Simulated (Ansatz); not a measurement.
# BCl⁺, doublet: the ladder up to full CI

Geometry: that of the BCl, triplet, kept fixed.

```xyz
2

B     0.0000    0.0000    0.0000
Cl    0.0000    0.0000    1.6966
```

Basis 6-31G; Ansatz 0.2.0. Only valence electrons are correlated (noble-gas cores frozen), which leaves 9 electrons in 16 orbitals. Prefix R: restricted or restricted open-shell reference; prefix U: unrestricted. Active spaces: valence = (9e, 8o) chosen from the atoms' valence shells.

Full CI is exact within this basis and frozen core; it isn't the basis-set limit. The frozen core follows each run's orbitals, which can shift R against U totals by a few meV.

For open shells CISD and CISDTQ are restricted-active-space CI with the open shells as a complete middle space.

* UHF ⟨S²⟩: 0.764
* T1 diagnostic (RCCSD): 0.0403
* largest doubles amplitude (RCCSD): 0.053
* T1 diagnostic (UCCSD): 0.0337

| level | E − E(RHF) (eV) |
| --- | --- |
| UHF | -0.0486 |
| RMP2 | -2.1193 |
| UMP2 | -2.1541 |
| RCCSD | -2.4859 |
| UCCSD | -2.4848 |
| RCCSD(T) | -2.6306 |
| UCCSD(T) | -2.6287 |

Q: Estimate how far full CI in 6-31G lies from RCCSD(T). The table doesn't fix it; the size of (T) and the diagnostics are the guide.

A: Full CI in 6-31G lies 21 meV below RCCSD(T), which is 15 % of the (T) step (-145 meV). T1 is raised, but (T) still catches most of what CCSD lacks.

The other levels:

```tsv
level	E − E(full CI) (meV)	share of correlation (%)	wall time
CISD	220	91.71	0.45 s
BCCD(T)	19	99.29	0.45 s
RCCSDT	-12	100.47	–
UCCSDT	-11	100.43	–
CISDTQ	11	99.60	2 s
RCCSDT(Q)	4	99.87	2.6 s
UCCSDT(Q)	-9	100.33	2.4 s
RCCSDTQ	-5	100.18	21 s
UCCSDTQ	-5	100.18	21 s
CASSCF (valence space)	788	70.30	–
NEVPT2 (valence space)	211	92.04	1.8 s
MRCISD (valence space)	18	99.32	–
MRCISD+Q (valence space)	6	99.78	2.3 s
```

The correlation energy at full CI, counted from RHF, is -2.652 eV. That run took 14 s on 1 thread of Arm Neoverse V2, shared host over 1,989,600 determinants.

Times hold each run's SCF and search for its determinant on a shared host, so for small cases they say little of a method's own cost; they ran on 1 thread of Arm Neoverse V2.

Not variational, and here over 5 meV under the exact energy: RCCSDT, UCCSDT, UCCSDT(Q).

The full-CI state has the irrep A1 of C2v, in the program's axes (one component, if the state is degenerate).

Natural occupations of full CI about the gap: 1.992 1.954 1.954 1.954 0.996 0.048 0.048 0.030 0.006 0.005; effectively unpaired electrons, Σ n²(2−n)², 1.05.
